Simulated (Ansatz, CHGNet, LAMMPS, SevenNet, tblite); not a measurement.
Wurtzite ZnO: properties by level of theory

Reference values: lattice constant a 3.248 Å (measured, 4 K, zero-point motion not removed; as tabulated in arXiv:1206.3780); lattice parameter c 5.204 Å (measured, 4 K, zero-point motion not removed; as tabulated in arXiv:1206.3780); elastic constant C11 207 GPa (measured, temperature not stated, no zero-point or thermal correction; as tabulated in Oses et al. (2018), arXiv:1811.08464); elastic constant C44 44.8 GPa (measured, temperature not stated, no zero-point or thermal correction; as tabulated in Oses et al. (2018), arXiv:1811.08464); Voigt–Reuss–Hill shear modulus 46.3 GPa (measured, temperature not stated, no zero-point or thermal correction, Hill average of measured single-crystal constants; as tabulated in Oses et al. (2018), arXiv:1811.08464).

| level (code) | lattice constant a (Å) | lattice parameter c (Å) | elastic constant C11 (GPa) | elastic constant C44 (GPa) | Voigt–Reuss–Hill shear modulus (GPa) |
|---|---|---|---|---|---|
| ionic model binks1994 (shell model, LAMMPS) | 3.271 | 5.138 | 233 | 74.5 | 70.7 |
| ionic model pedone2006 (rigid ions, LAMMPS) | 3.246 | 5.097 | 213 | 43.1 | 39.1 |
| GFN1-xTB (tblite) | 3.556 | 5.665 | 66.4 | 12.5 | 12.1 |
| CHGNet 0.3.0 | 3.292 | 5.283 | 172 | 30.6 | … |
| SevenNet-l3i5 | … | 5.303 | … | … | 39.4 |
| PBE0 (Ansatz) | 3.248 | … | 214 | 42.9 | 47.0 |

Problem. Some entries are withheld; supply them.

Solution. 
- CHGNet 0.3.0, Voigt–Reuss–Hill shear modulus (GPa): 33.3
- SevenNet-l3i5, lattice constant a (Å): 3.288
- SevenNet-l3i5, elastic constant C11 (GPa): 188
- SevenNet-l3i5, elastic constant C44 (GPa): 36.4
- PBE0 (Ansatz, a first-principles code), lattice parameter c (Å): 5.220

Differences from the reference values (errors of the level alone only where the reference is corrected to a static lattice):

```csv
level,lattice constant a (%),lattice parameter c (%),elastic constant C11 (%),elastic constant C44 (%),Voigt–Reuss–Hill shear modulus (%)
ionic model binks1994,+0.71,-1.27,+12.6,+66,+53
ionic model pedone2006,-0.06,-2.06,+2.9,-3.8,-15.6
GFN1-xTB,+9.48,+8.86,-68,-72,-74
CHGNet 0.3.0,+1.35,+1.52,-16.9,-32,-28
SevenNet-l3i5,+1.23,+1.90,-9.2,-18.8,-14.9
PBE0,0.00,+0.31,+3.4,-4.2,+1.5
```

Nearest: lattice constant a, not ranked (one source); lattice parameter c, not ranked (one source); elastic constant C11, not ranked (reference at room or unstated temperature); elastic constant C44, not ranked (reference at room or unstated temperature); Voigt–Reuss–Hill shear modulus, not ranked (reference at room or unstated temperature).

Empirical potentials (ionic model binks1994, ionic model pedone2006) are fitted to chosen data: where that held the value shown, agreement is built in, and what lay outside the fit can be far off. Machine-learned potentials (CHGNet 0.3.0, SevenNet-l3i5) are trained on DFT data: a solid inside that data is no test of them.

Caveats: the cell moved over 20 % in volume from its start (GFN1-xTB); the method was fitted mainly to molecules (GFN1-xTB); the relaxed volume lies over a fifth from the starting cell (GFN1-xTB); the run uses a supercell at the zone centre in place of a k mesh (GFN1-xTB). Ansatz's density-functional and Hartree–Fock values are scalar-relativistic unless marked +SOC, with PAW data made under PBE.

Differences are worked out from the printed values.

Static lattice: no zero-point or thermal effects.
